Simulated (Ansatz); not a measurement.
Multireference treatment of C3H6, singlet

Calculated in Ansatz's Gaussian-basis code. Basis aug-cc-pVDZ, nonrelativistic, 3 orbitals frozen in the corrections. State-specific CASSCF; RHF is the lowest restricted (open-shell) Hartree–Fock solution met. Solutions may break the symmetry of the shape. Lower solutions, or ones in other orbitals, may exist.

Geometry:

```
atom    x (Å)    y (Å)    z (Å)
   C   0.0087  -0.2160  -1.2801
   C  -0.0482   0.4593  -0.1278
   H  -0.2783  -1.2618  -1.3408
   H   0.3432   0.2520  -2.1996
   H  -0.1592   1.5424  -0.1562
   C   0.0301  -0.1682   1.2297
   H   0.1402  -1.2530   1.1551
   H   0.8810   0.2244   1.7961
   H  -0.8706   0.0454   1.8144
```

Question: What do CASSCF and its corrections give against RHF in CAS(2,2), and what are the occupations?

Answer: CASSCF -0.754 eV, SC-NEVPT2 -11.887 eV; occupations 1.91, 0.09.

Question: Roughly how much CPU time does a whole run from the default start take (median of such runs, summed over threads; nearly all runs on one pinned thread of a shared server, mostly Xeon at 2.3 to 2.6 GHz, by a development driver)?

Answer: CAS(2,2): about 7.5 s. Other jobs ran beside these, and the count of passes differs.
